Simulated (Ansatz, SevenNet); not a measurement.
**Energy of grey tin (α-Sn) less that of white tin (β-Sn), by level of theory**

Reference value: -22 meV/atom (measured, 298 K, copied from a table, unchecked, enthalpy difference at 298.15 K and 1 bar, no zero-point or thermal part removed; as tabulated in the CRC Handbook).

```json
[
 {"level (code)": "SevenNet-l3i5 (SevenNet)", "value (meV/atom)": "-38", "difference (meV/atom)": "-16"},
 {"level (code)": "LDA (Ansatz)", "value (meV/atom)": "20", "difference (meV/atom)": "+42"},
 {"level (code)": "PBE (Ansatz)", "value (meV/atom)": "-41", "difference (meV/atom)": "-19"},
 {"level (code)": "rVV10 (Ansatz)", "value (meV/atom)": "-30", "difference (meV/atom)": "-8"},
 {"level (code)": "r²SCAN+rVV10 (Ansatz)", "value (meV/atom)": "-71", "difference (meV/atom)": "-49"}
]
```

The best agreement in this table is that of rVV10 (-8 meV/atom). r²SCAN+rVV10 (-49 meV/atom) misses by most. Wrong order of the two phases: LDA.

The reference has no zero-point or thermal correction, while the calculations are for a static lattice, so the differences are not the levels' errors alone.  Each level is taken at its own relaxed cell. Ansatz's density-functional and Hartree–Fock values are scalar-relativistic unless marked +SOC, with PAW data made under PBE.

Machine-learned potentials (SevenNet-l3i5) are trained on DFT data, which may include these solids.

Differences are worked out from the printed values.

Ansatz is a first-principles code.
